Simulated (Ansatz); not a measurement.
**Si₂C+ (doublet): wave-function methods side by side, def2-TZVPP**

The task here is to estimate one member of a computed series from the others.

Program: Ansatz 0.2.0, Gaussian basis. Level of theory: def2-TZVPP, core rule «outside noble gas», up to 11 orbitals frozen. These are calculated values, not measurements.

To be run: UHF; ROHF; CCSD(T) on UHF.

2 further runs of the same task are left out: 2 set aside as unsound or not needed.

### The system

The geometry is a PBE0/def2-TZVP stationary point (not a proven minimum) of the parent state, kept for this charge and spin.

3 atoms, charge 1, spin multiplicity 2.

Atoms are counted from 1 here; the program's logs count them from 0.

Bond lengths: Si1–C2 1.686 Å, C2–Si3 1.686 Å. Angles: Si1–C2–Si3 180.0°.

The first run:

The input, in.yaml:

```yaml
crystal:
  periodic: [false, false, false]
  atoms:
    - {symbol: Si, position_ang: [0.000000, 0.000000, 1.685600]}
    - {symbol: C, position_ang: [0.000000, 0.000000, 0.000000]}
    - {symbol: Si, position_ang: [0.000000, 0.000000, -1.685600]}
basis:
  gaussian: {orbitals: def2-TZVPP}
total_charge: 1
magnetization: {spin_polarized: true, initial_magnetization: 1}
hamiltonian: {xc: hf}
output: {orbitals: {seedname: orbitals}}
```

On the command line:

```bash
$ ansatz run in.yaml --threads 1 --pin off --events-out ev --progress --plain --max-ram 4096MiB --backend cpu
```

Steps of the session up to this table: UHF; ROHF; CCSD(T) on UHF.

One of the session's tables, all rows but one given; the rest of the session is left out.

It belongs to the step «Misses and costs». 

```
  method  from UCCSD(T) (meV)
    ROHF                    ?
     UHF              +8668.2
    UMP2              +1420.1
   UCCSD               +434.5
UCCSD(T)                    0
```

**Question.** Estimate the row for ROHF.

As computed: from UCCSD(T) (meV): +8752.5. In the column «from UCCSD(T) (meV)» it is the highest.
